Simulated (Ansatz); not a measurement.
Born–Oppenheimer molecular dynamics of BClH2O (5 atoms, charge 0, multiplicity 1). It starts from a relaxed structure.

These are results of Ansatz 0.2.0, RKS r2SCAN-D4/STO-3G, not measurements.

```yaml
ensemble: NVT, Langevin thermostat
time_step: 0.5 fs
steps_asked: 150
set_temperature: 500 K
friction: 0.01 /fs
masses: H 2.014 u
seed: 440284
```

First frame:

```xyz
5
Properties=species:S:1:pos:R:3
B -0.019 -0.036 0.012
O 0.051 -0.117 1.359
H -0.893 -0.161 1.730
Cl 1.546 0.052 -0.857
H -1.014 -0.020 -0.612
```

**Question.** How far do the bonds stretch over the last three quarters of this one trajectory? (Pairs bonded in most of those frames.)

**Answer.** 
```json
{"bond": "B1–O2", "mean (Å)": "1.353", "spread (Å)": "0.016", "shortest": "1.33", "longest": "1.39"}
{"bond": "B1–Cl4", "mean (Å)": "1.802", "spread (Å)": "0.016", "shortest": "1.77", "longest": "1.83"}
{"bond": "B1–H5", "mean (Å)": "1.178", "spread (Å)": "0.013", "shortest": "1.15", "longest": "1.21"}
{"bond": "O2–H3", "mean (Å)": "1.018", "spread (Å)": "0.010", "shortest": "0.99", "longest": "1.03"}
```

Mean temperature of the second half: 318 K. The mean temperature of the second half is 36 % below the set value. A run of 0.075 ps of so small a system gives no equilibrium averages. Limits of this set-up: minimal basis.

Time of the run: 2.2 min on 1 thread of Arm Neoverse V2 (shared host), peak memory 0.086 GiB.
